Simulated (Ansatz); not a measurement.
A made-up structure of C₂H₄N, doublet:

C1  (-0.549, -0.317, 0.208)
N2  (-1.314, -0.270, -0.743)
C3  (0.786, 0.222, 0.291)
H4  (-2.254, -0.666, -0.758)
H5  (1.480, -0.590, 0.519)
H6  (0.828, 0.932, 1.119)
H7  (1.093, 0.718, -0.634)
(Å)

It is relaxed with PBE-D4/def2-SVP and then PBE0-D4/def2-TZVP (Ansatz 0.2.0). Atoms count as bonded within 1.22 times the sum of their covalent radii (H–H: 0.88 Å). The end point is not checked to be a true minimum.

(1) Does its bonding change? (Judge from chemistry; the calculation decides.)

## Answers

(1) The calculation gives: No: no bond forms or breaks.

Where it ends: The first stage lowers the energy by 0.12 eV in 6 steps. It ends as C₂H₄N ([CH3][C][NH]):
C1  (-0.573, -0.306, 0.153)
N2  (-1.345, -0.258, -0.806)
C3  (0.798, 0.224, 0.297)
H4  (-2.258, -0.694, -0.690)
H5  (1.485, -0.591, 0.534)
H6  (0.835, 0.927, 1.132)
H7  (1.128, 0.727, -0.619)
(Å)

Labels in which every atom is bracketed show which atoms are joined, not bond orders.

For scale, one of the runs: PBE0-D4/def2-TZVP relaxation, 117 basis functions, launched by `ansatz run in.yaml --threads 2 --pin off --events-out ev --progress --plain --max-ram 4352MiB`. The run took about 14 s on 2 CPU threads of an Arm Neoverse V2 (shared host).
